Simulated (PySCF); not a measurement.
Gas-phase reaction: SO3 + 4 CO ⇌ COS + 3 CO2

Computed with PySCF and rigid-rotor harmonic-oscillator thermochemistry at 1 bar. The comparison is the NASA 1993 polynomial table, which mixes measured and estimated data. † marks an energy on the PBE0/def2-TZVP geometry and frequencies. MP2 freezes the core. All species are closed-shell singlets. B3LYP is the form with VWN-RPA correlation. For this reaction the table lies outside the span of B3LYP, CCSD(T), M06-2X, MP2, PBE0, r2SCAN, ωB97M-V, ωB97X-V in their largest bases here; which side is off was not settled. MP2 isn't extrapolated to the basis-set limit; its ΔH°(298 K) is -745.2 kJ in def2-SVP and -538.8 kJ in def2-TZVPP. The harmonic model lacks anharmonicity and excited electronic states, which grow with temperature; levels with a mode under 35 cm⁻¹ are left out.

```tsv
level	ΔH°(298 K), kJ	minus table	ΔG°(1000 K), kJ
table	-481.1	-	-305.4
B3LYP/def2-TZVP†	-580.0	-98.9	-403.4
MP2/def2-TZVPP†	-538.8	-57.7	-362.2
PBE/def2-TZVP†	-646.2	-165.1	-469.6
PBE0/def2-QZVP†	-607.2	-126.1	-430.6
PBE0/def2-SVP†	-830.2	-349.1	-653.6
r2SCAN/def2-TZVP†	-623.3	-142.2	-446.7
ωB97X-V/def2-TZVP†	-530.2	-49.1	-353.6
```
